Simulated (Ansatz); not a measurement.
# A computed series for Nb: pressure series

Base system: Nb in the bcc (W type) structure (space group Im-3m, No. 229; a = 3.303 Å).

Cell and atoms are relaxed at each pressure.

Computed with r2SCAN (Ansatz, a first-principles code, PAW, no spin-orbit coupling).

```csv
P (GPa),V (Å³/atom)
-2.02,18.227
-1.02,18.119
0.88,17.921
2.10,17.800
4.50,17.572
8.99,17.179
14.98,16.711
22.50,16.197
29.99,15.751
```

A third-order Birch–Murnaghan fit to these points gives V₀ = 18.01 Å³/atom, B₀ = 173 GPa and B₀′ = 3.8. At pressure 30 GPa the volume is 87.4 % of V₀.

Measured bulk modulus of Nb: 173.2 GPa (static lattice; corrected from measurement; as listed in Daniel Mejia-Rodriguez, S. B. Trickey, Phys. Rev. B (2018)); the computed value is 0 % above it.

Load acts through the strain it causes; cell and atoms are relaxed under it. Stability against distortions was not tested. No other phases were tried under pressure. All final runs are without spin polarisation.
